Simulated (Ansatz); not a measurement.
Cost against result

Saddle point of CH$_{7}$BS, closed shell (BH₃S ([BH2][SH]) + CH₄ → CH₅B ([BH2][CH3]) + H₂S (still joined by a long B–S bond); bonds formed: B1–C6, S2–H5; bonds broken: H5–C6; bonds weakened to dative contacts: B1–S2), PBE0-D4/def2-TZVP structure:

```xyz
10
angstrom
B -0.4239 -0.4158 -0.5688
S -0.8362 1.5235 -1.0372
H 0.3014 -0.8616 -1.4043
H -1.5103 -0.8770 -0.3800
H -0.1359 0.7109 0.1754
C 0.4206 -0.3979 0.9456
H 0.3720 1.8471 -1.5272
H 0.4563 -1.4853 1.0392
H -0.0908 -0.0169 1.8333
H 1.4468 -0.0271 0.9241
```

Barriers are electronic and count from the start structure reached by relaxing down the imaginary mode.

Computed with Ansatz 0.2.0 (basis: as named in each row); correlated methods freeze the cores. B3LYP uses VWN-RPA correlation. Extrapolation: Hartree–Fock as exp(−7.88 √X), correlation as X^−2.97.

Times are rough, for one single point on 2 threads of a shared host (Intel Xeon Platinum 8259CL).

The estimate by CCSD(T) at an estimated basis limit (MP2 extrapolated from triple and quadruple zeta, plus CCSD(T) − MP2 in triple zeta) is 40.62 kcal/mol.

```csv
method,basis,time (s),barrier (kcal/mol),method less estimate
HF,STO-3G,under 1,75.57,34.95
PBE-D4,STO-3G,under 1,43.10,2.48
SPW92,def2-SVP,under 1,19.57,-21.05
B3LYP-D4,6-31G,under 1,46.99,6.36
PBE-D4,def2-SVP,1,29.78,-10.85
PBE0-D4,def2-SVP,1,33.46,-7.17
SPW92,def2-TZVPP,1,20.92,-19.70
CCSD(T),def2-SVP,2,44.35,3.73
PBE-D4,def2-TZVPP,2,31.03,-9.59
BLYP-D4,def2-TZVPP,3,39.22,-1.40
BHLYP-D4,def2-TZVPP,3,45.93,5.31
PBE0-D4,def2-TZVPP,3,34.25,-6.37
B3LYP-D4,def2-TZVPP,3,41.19,0.57
CAM-B3LYP-D4,def2-TZVPP,3,41.76,1.14
wB97M-V,def2-SVP,4,38.12,-2.50
r2SCAN-D4,def2-TZVPP,4,34.81,-5.81
r2SCAN0-D4,def2-TZVPP,4,36.76,-3.86
RPA on PBE,def2-TZVPP,5,42.67,2.05
B2PLYP,def2-TZVPP,6,42.22,1.60
PBE-QIDH,def2-TZVPP,6,37.32,-3.30
B97M-V,def2-TZVPP,8,39.71,-0.92
wB97X-V,def2-TZVPP,8,40.40,-0.22
wB97M-V,def2-TZVPP,8,39.83,-0.79
MP2,def2-QZVPP,21,37.83,-2.79
CCSD(T),def2-TZVPP,38,41.58,0.96
```

All methods are single points on the PBE0-D4 structures.

The T1 diagnostic stays at or below 0.013.

Labels in which every atom is bracketed show which atoms are joined, not bond orders.
